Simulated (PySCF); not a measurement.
# A gas-phase reaction: H4OSi + FH → FH3Si + H2O

Wanted: the reaction energy for `O[SiH3]` + `F` → `F[SiH3]` + `O`.

Programs: PySCF 2.14.0. All values are calculated, for the isolated system unless a continuum is named. Atoms count from 0, parts from 1.

## 1. Starting point

Each species was relaxed by itself at PBE0-D3(BJ)/def2-SVPD.

## 2. Energies of the species: wB97M-D3(BJ)/def2-TZVPD

What the job is given:

```
{"job": {"kind": "react", "xc": "wB97M-D3(BJ)", "basis": "def2-TZVPD"}, "charge": 0, "multiplicity": 1}
-1 H4OSi charge 0 multiplicity 1
Si    -0.426060    -0.019720     0.021570
O      1.104710     0.642010    -0.163540
H     -0.568720    -0.686590     1.351240
H     -1.367600     1.125800    -0.082570
H     -0.712790    -1.023510    -1.047630
H      1.860410     0.052300    -0.124420

-1 FH charge 0 multiplicity 1
F      0.459120     0.029040     0.007250
H     -0.459120    -0.029040    -0.007250

+1 FH3Si charge 0 multiplicity 1
Si    -0.060520     0.003830     0.006770
F      1.568200    -0.088040     0.192390
H     -0.486350    -1.164880    -0.808320
H     -0.365200     1.283880    -0.686570
H     -0.673100    -0.032490     1.361600

+1 H2O charge 0 multiplicity 1
O     -0.002860     0.389350    -0.005480
H      0.764320    -0.189030     0.003270
H     -0.761440    -0.200280     0.002190
```

With the program's defaults for keys left out, this is: wB97M-D3(BJ)/def2-TZVPD reaction energy of separated species, gas phase.

The run is started by

```sh
$ OMP_NUM_THREADS=1 python cluster_run.py task.json out
```

This one command runs all jobs of the session in turn.

The program printed:

```text
species 1 (H4OSi)
coarse grid: 21480 points
cycle   1  E = -367.1688044246  dE = -1.044e-01  |g| = 6.542e-01  |ddm| = 1.653e+00
cycle   2  E = -367.1468439240  dE =  2.196e-02  |g| = 7.799e-01  |ddm| = 6.949e-01
cycle   3  E = -367.2485025286  dE = -1.017e-01  |g| = 3.327e-02  |ddm| = 3.546e-01
cycle   4  E = -367.2487680600  dE = -2.655e-04  |g| = 9.087e-03  |ddm| = 3.785e-02
cycle   5  E = -367.2487894676  dE = -2.141e-05  |g| = 1.522e-03  |ddm| = 1.273e-02
cycle   6  E = -367.2487903014  dE = -8.339e-07  |g| = 3.488e-04  |ddm| = 2.913e-03
final grid: 44624 points
cycle   7  E = -367.2487782530  dE = -7.250e-08  |g| = 1.270e-04  |ddm| = 1.374e-03
cycle   8  E = -367.2487782596  dE = -6.611e-09  |g| = 5.553e-05  |ddm| = 2.156e-04
cycle   9  E = -367.2487782604  dE = -8.152e-10  |g| = 1.771e-05  |ddm| = 5.545e-05
converged SCF energy = -367.2487782604

species 2 (FH)
coarse grid: 7776 points
cycle   1  E = -100.4688186530  dE = -9.408e-02  |g| = 4.644e-01  |ddm| = 6.197e-01
cycle   2  E = -100.4724996792  dE = -3.681e-03  |g| = 5.038e-01  |ddm| = 3.808e-01
cycle   3  E = -100.5053134854  dE = -3.281e-02  |g| = 2.574e-02  |ddm| = 1.678e-01
cycle   4  E = -100.5053894633  dE = -7.598e-05  |g| = 5.006e-03  |ddm| = 1.077e-02
cycle   5  E = -100.5053941045  dE = -4.641e-06  |g| = 4.334e-04  |ddm| = 3.766e-03
final grid: 16976 points
cycle   6  E = -100.5053935019  dE = -6.406e-08  |g| = 1.055e-04  |ddm| = 8.216e-04
cycle   7  E = -100.5053935053  dE = -3.449e-09  |g| = 8.004e-05  |ddm| = 2.176e-04
cycle   8  E = -100.5053935062  dE = -8.385e-10  |g| = 2.073e-05  |ddm| = 3.731e-05
converged SCF energy = -100.5053935062

species 3 (FH3Si)
coarse grid: 19128 points
cycle   1  E = -391.2426425998  dE = -1.816e-01  |g| = 5.389e-01  |ddm| = 1.521e+00
cycle   2  E = -391.2328508281  dE =  9.792e-03  |g| = 6.728e-01  |ddm| = 5.637e-01
cycle   3  E = -391.2947690196  dE = -6.192e-02  |g| = 2.867e-02  |ddm| = 2.670e-01
cycle   4  E = -391.2949575513  dE = -1.885e-04  |g| = 9.183e-03  |ddm| = 3.526e-02
cycle   5  E = -391.2949769706  dE = -1.942e-05  |g| = 1.620e-03  |ddm| = 1.300e-02
cycle   6  E = -391.2949776057  dE = -6.351e-07  |g| = 3.378e-04  |ddm| = 2.514e-03
final grid: 39648 points
cycle   7  E = -391.2949588264  dE = -4.964e-08  |g| = 3.507e-04  |ddm| = 9.959e-04
cycle   8  E = -391.2949588242  dE =  2.140e-09  |g| = 4.058e-04  |ddm| = 3.307e-04
cycle   9  E = -391.2949588456  dE = -2.133e-08  |g| = 1.372e-05  |ddm| = 1.441e-04
cycle  10  E = -391.2949588457  dE = -1.774e-10  |g| = 2.863e-06  |ddm| = 3.259e-05
converged SCF energy = -391.2949588457

species 4 (H2O)
coarse grid: 10128 points
cycle   1  E = -76.4117500186  dE = -7.453e-02  |g| = 5.872e-01  |ddm| = 8.994e-01
cycle   2  E = -76.4087429404  dE =  3.007e-03  |g| = 6.461e-01  |ddm| = 5.038e-01
cycle   3  E = -76.4759334791  dE = -6.719e-02  |g| = 2.731e-02  |ddm| = 2.374e-01
cycle   4  E = -76.4760586817  dE = -1.252e-04  |g| = 5.497e-03  |ddm| = 1.609e-02
cycle   5  E = -76.4760673584  dE = -8.677e-06  |g| = 8.214e-04  |ddm| = 5.831e-03
final grid: 21952 points
cycle   6  E = -76.4760630056  dE = -1.975e-07  |g| = 5.843e-04  |ddm| = 1.373e-03
cycle   7  E = -76.4760630124  dE = -6.840e-09  |g| = 6.466e-04  |ddm| = 6.469e-04
cycle   8  E = -76.4760630760  dE = -6.363e-08  |g| = 3.199e-05  |ddm| = 2.236e-04
cycle   9  E = -76.4760630769  dE = -8.226e-10  |g| = 4.134e-06  |ddm| = 1.105e-04
converged SCF energy = -76.4760630769

Reaction energy = -10.239 kcal/mol
```

Wall time 10 s (1 thread of Arm Neoverse N1, shared host); peak memory 0.44 GiB.

Species by species (with the dispersion term, which the log's SCF energies lack):

```tsv
ν	species	energy (Eh)	HOMO (eV)
-1	O[SiH3]	-367.25266	-11.19
-1	F	-100.50563	-14.54
+1	F[SiH3]	-391.29780	-12.24
+1	O	-76.47682	-11.72
```

## 3. Reaction energy: PBE0-D3(BJ)/def2-TZVPD

The job, as its differences from that of step 2:

```diff
@@ -1,2 +1,2 @@
-{"job": {"kind": "react", "xc": "wB97M-D3(BJ)", "basis": "def2-TZVPD"}, "charge": 0, "multiplicity": 1}
+{"job": {"kind": "react", "xc": "PBE0", "basis": "def2-TZVPD", "disp": "d3bj"}, "charge": 0, "multiplicity": 1}
 -1 H4OSi charge 0 multiplicity 1
```

Method: PBE0-D3(BJ)/def2-TZVPD reaction energy of separated species, gas phase.

The program printed:

```text
species 1 (H4OSi)
coarse grid: 5192 points
cycle   1  E = -366.9026264238  dE = -4.097e-02  |g| = 7.016e-01  |ddm| = 1.659e+00
cycle   2  E = -366.7146781678  dE =  1.879e-01  |g| = 1.212e+00  |ddm| = 9.226e-01
cycle   3  E = -366.9888662256  dE = -2.742e-01  |g| = 5.288e-02  |ddm| = 6.165e-01
cycle   4  E = -366.9894647966  dE = -5.986e-04  |g| = 1.056e-02  |ddm| = 4.161e-02
cycle   5  E = -366.9894826851  dE = -1.789e-05  |g| = 1.259e-03  |ddm| = 7.476e-03
cycle   6  E = -366.9894831154  dE = -4.303e-07  |g| = 2.327e-04  |ddm| = 1.537e-03
final grid: 44624 points
cycle   7  E = -366.9884209935  dE = -1.236e-05  |g| = 3.546e-03  |ddm| = 1.750e-02
cycle   8  E = -366.9884180155  dE =  2.978e-06  |g| = 5.380e-03  |ddm| = 4.201e-03
cycle   9  E = -366.9884229183  dE = -4.903e-06  |g| = 3.001e-04  |ddm| = 2.583e-03
cycle  10  E = -366.9884229322  dE = -1.395e-08  |g| = 4.483e-05  |ddm| = 1.932e-04
cycle  11  E = -366.9884229325  dE = -2.842e-10  |g| = 6.809e-06  |ddm| = 3.630e-05
converged SCF energy = -366.9884229325

species 2 (FH)
coarse grid: 1712 points
cycle   1  E = -100.3541020285  dE = -3.605e-02  |g| = 4.957e-01  |ddm| = 6.253e-01
cycle   2  E = -100.3145839674  dE =  3.952e-02  |g| = 7.430e-01  |ddm| = 5.125e-01
cycle   3  E = -100.3938248869  dE = -7.924e-02  |g| = 2.284e-02  |ddm| = 2.892e-01
cycle   4  E = -100.3939004489  dE = -7.556e-05  |g| = 4.205e-03  |ddm| = 9.787e-03
cycle   5  E = -100.3939024326  dE = -1.984e-06  |g| = 3.555e-04  |ddm| = 1.247e-03
final grid: 16976 points
cycle   6  E = -100.3948396255  dE = -1.855e-05  |g| = 3.990e-03  |ddm| = 7.502e-03
cycle   7  E = -100.3948377084  dE =  1.917e-06  |g| = 5.487e-03  |ddm| = 3.347e-03
cycle   8  E = -100.3948417806  dE = -4.072e-06  |g| = 9.942e-05  |ddm| = 2.009e-03
cycle   9  E = -100.3948417819  dE = -1.282e-09  |g| = 1.779e-05  |ddm| = 3.929e-05
cycle  10  E = -100.3948417820  dE = -4.800e-11  |g| = 3.055e-06  |ddm| = 1.026e-05
converged SCF energy = -100.3948417820

species 3 (FH3Si)
coarse grid: 4576 points
cycle   1  E = -390.9706456354  dE = -1.237e-01  |g| = 5.335e-01  |ddm| = 1.512e+00
cycle   2  E = -390.8863541498  dE =  8.429e-02  |g| = 9.269e-01  |ddm| = 6.651e-01
cycle   3  E = -391.0159212787  dE = -1.296e-01  |g| = 2.716e-02  |ddm| = 4.196e-01
cycle   4  E = -391.0160181595  dE = -9.688e-05  |g| = 9.802e-03  |ddm| = 2.675e-02
cycle   5  E = -391.0160319263  dE = -1.377e-05  |g| = 6.581e-04  |ddm| = 8.732e-03
cycle   6  E = -391.0160320479  dE = -1.216e-07  |g| = 1.564e-04  |ddm| = 1.051e-03
final grid: 39648 points
cycle   7  E = -391.0183084884  dE = -9.989e-06  |g| = 2.209e-03  |ddm| = 1.129e-02
cycle   8  E = -391.0183077553  dE =  7.332e-07  |g| = 3.141e-03  |ddm| = 2.274e-03
cycle   9  E = -391.0183091312  dE = -1.376e-06  |g| = 2.450e-04  |ddm| = 1.380e-03
cycle  10  E = -391.0183091393  dE = -8.061e-09  |g| = 3.067e-05  |ddm| = 1.663e-04
cycle  11  E = -391.0183091394  dE = -1.488e-10  |g| = 4.800e-06  |ddm| = 2.719e-05
converged SCF energy = -391.0183091394

species 4 (H2O)
coarse grid: 2328 points
cycle   1  E = -76.3044303094  dE = -5.299e-03  |g| = 6.571e-01  |ddm| = 9.011e-01
cycle   2  E = -76.1882108125  dE =  1.162e-01  |g| = 1.036e+00  |ddm| = 7.256e-01
cycle   3  E = -76.3820301626  dE = -1.938e-01  |g| = 3.132e-02  |ddm| = 4.396e-01
cycle   4  E = -76.3822124668  dE = -1.823e-04  |g| = 5.864e-03  |ddm| = 1.606e-02
cycle   5  E = -76.3822176057  dE = -5.139e-06  |g| = 7.850e-04  |ddm| = 2.507e-03
final grid: 21952 points
cycle   6  E = -76.3808944264  dE = -1.510e-05  |g| = 3.448e-03  |ddm| = 9.304e-03
cycle   7  E = -76.3808924610  dE =  1.965e-06  |g| = 4.752e-03  |ddm| = 3.320e-03
cycle   8  E = -76.3808961766  dE = -3.716e-06  |g| = 2.518e-04  |ddm| = 1.965e-03
cycle   9  E = -76.3808961872  dE = -1.061e-08  |g| = 2.398e-05  |ddm| = 1.101e-04
cycle  10  E = -76.3808961874  dE = -1.117e-10  |g| = 3.293e-06  |ddm| = 1.514e-05
converged SCF energy = -76.3808961874

Reaction energy = -9.736 kcal/mol
```

Run time: 4.9 s. Hardware: 1 thread of Arm Neoverse N1, shared host; peak memory 0.44 GiB.

Reaction energy at this level: -9.74 kcal/mol.

## 4. Reaction energy: MP2/def2-TZVPD

The job, as its differences from that of step 3:

```diff
@@ -1,2 +1,2 @@
-{"job": {"kind": "react", "xc": "PBE0", "basis": "def2-TZVPD", "disp": "d3bj"}, "charge": 0, "multiplicity": 1}
+{"job": {"kind": "react", "xc": "MP2", "basis": "def2-TZVPD"}, "charge": 0, "multiplicity": 1}
 -1 H4OSi charge 0 multiplicity 1
```

Method: MP2/def2-TZVPD reaction energy of separated species, gas phase.

The program printed:

```text
species 1 (H4OSi)
final grid: 44624 points
cycle   1  E = -366.1490758798  dE = -2.079e-01  |g| = 5.095e-01  |ddm| = 1.609e+00
cycle   2  E = -366.1899659953  dE = -4.089e-02  |g| = 3.206e-01  |ddm| = 4.181e-01
cycle   3  E = -366.2073592651  dE = -1.739e-02  |g| = 4.202e-02  |ddm| = 1.600e-01
cycle   4  E = -366.2079746684  dE = -6.154e-04  |g| = 7.723e-03  |ddm| = 4.691e-02
cycle   5  E = -366.2080018699  dE = -2.720e-05  |g| = 1.418e-03  |ddm| = 1.248e-02
cycle   6  E = -366.2080031076  dE = -1.238e-06  |g| = 3.822e-04  |ddm| = 2.859e-03
cycle   7  E = -366.2080032065  dE = -9.887e-08  |g| = 9.913e-05  |ddm| = 6.814e-04
cycle   8  E = -366.2080032133  dE = -6.840e-09  |g| = 2.234e-05  |ddm| = 2.089e-04
cycle   9  E = -366.2080032136  dE = -3.315e-10  |g| = 4.456e-06  |ddm| = 4.975e-05
converged SCF energy = -366.2080032136

species 2 (FH)
final grid: 16976 points
cycle   1  E = -100.0371199478  dE = -1.649e-01  |g| = 4.007e-01  |ddm| = 6.032e-01
cycle   2  E = -100.0578876532  dE = -2.077e-02  |g| = 2.336e-01  |ddm| = 2.533e-01
cycle   3  E = -100.0646340597  dE = -6.746e-03  |g| = 2.356e-02  |ddm| = 8.091e-02
cycle   4  E = -100.0647514889  dE = -1.174e-04  |g| = 6.199e-03  |ddm| = 1.253e-02
cycle   5  E = -100.0647672009  dE = -1.571e-05  |g| = 1.459e-03  |ddm| = 5.121e-03
cycle   6  E = -100.0647684739  dE = -1.273e-06  |g| = 2.290e-04  |ddm| = 1.848e-03
cycle   7  E = -100.0647685083  dE = -3.438e-08  |g| = 1.958e-05  |ddm| = 4.211e-04
cycle   8  E = -100.0647685085  dE = -1.856e-10  |g| = 2.360e-06  |ddm| = 2.495e-05
converged SCF energy = -100.0647685085

species 3 (FH3Si)
final grid: 39648 points
cycle   1  E = -390.1765558065  dE = -2.895e-01  |g| = 4.858e-01  |ddm| = 1.478e+00
cycle   2  E = -390.2152654361  dE = -3.871e-02  |g| = 3.170e-01  |ddm| = 3.687e-01
cycle   3  E = -390.2291312746  dE = -1.387e-02  |g| = 3.516e-02  |ddm| = 1.397e-01
cycle   4  E = -390.2296307738  dE = -4.995e-04  |g| = 7.733e-03  |ddm| = 4.645e-02
cycle   5  E = -390.2296536742  dE = -2.290e-05  |g| = 1.437e-03  |ddm| = 1.235e-02
cycle   6  E = -390.2296544890  dE = -8.148e-07  |g| = 2.760e-04  |ddm| = 2.522e-03
cycle   7  E = -390.2296545444  dE = -5.539e-08  |g| = 5.645e-05  |ddm| = 5.357e-04
cycle   8  E = -390.2296545464  dE = -2.037e-09  |g| = 1.067e-05  |ddm| = 1.043e-04
cycle   9  E = -390.2296545465  dE = -7.248e-11  |g| = 2.497e-06  |ddm| = 2.678e-05
converged SCF energy = -390.2296545465

species 4 (H2O)
final grid: 21952 points
cycle   1  E = -76.0248948815  dE = -1.467e-01  |g| = 4.364e-01  |ddm| = 8.776e-01
cycle   2  E = -76.0503808762  dE = -2.549e-02  |g| = 2.594e-01  |ddm| = 2.972e-01
cycle   3  E = -76.0608898357  dE = -1.051e-02  |g| = 2.594e-02  |ddm| = 1.025e-01
cycle   4  E = -76.0610471935  dE = -1.574e-04  |g| = 5.694e-03  |ddm| = 1.523e-02
cycle   5  E = -76.0610615607  dE = -1.437e-05  |g| = 1.176e-03  |ddm| = 5.302e-03
cycle   6  E = -76.0610624504  dE = -8.897e-07  |g| = 2.235e-04  |ddm| = 1.658e-03
cycle   7  E = -76.0610624871  dE = -3.670e-08  |g| = 3.304e-05  |ddm| = 3.733e-04
cycle   8  E = -76.0610624878  dE = -6.658e-10  |g| = 4.159e-06  |ddm| = 3.886e-05
converged SCF energy = -76.0610624878

Reaction energy = -9.738 kcal/mol
```

Run time: 2.3 s. Hardware: 1 thread of Arm Neoverse N1, shared host; peak memory 0.45 GiB.

Reaction energy at this level: -9.74 kcal/mol.

## 5. Comparing the runs

Energies in kcal/mol, with wall time:

```tsv
run	reaction	time
wB97M-D3(BJ)/def2-TZVPD	-10.24	10 s
PBE0-D3(BJ)/def2-TZVPD	-9.74	4.9 s
MP2/def2-TZVPD	-9.74	2.3 s
```

## 6. Summary of results

```
                                                quantity                     value
               reaction energy (wB97M-D3(BJ)/def2-TZVPD)           -10.24 kcal/mol
                     ΔH, ΔG at 298 K (xTB thermal terms)       -9.8, -9.7 kcal/mol
range of the reaction energy over the runs of this table  -10.24 to -9.74 kcal/mol
```

In words: The reaction is exothermic by 9.8 kcal/mol in the gas phase; dispersion gives +0.33, and xTB itself gave -14.53 for the electronic energy (xTB energies and thermal terms come from the earlier relaxation of each species, not shown). No barrier was sought. The reaction energy runs from -10.24 (wB97M-D3(BJ)/def2-TZVPD) to -9.74 kcal/mol (PBE0-D3(BJ)/def2-TZVPD).
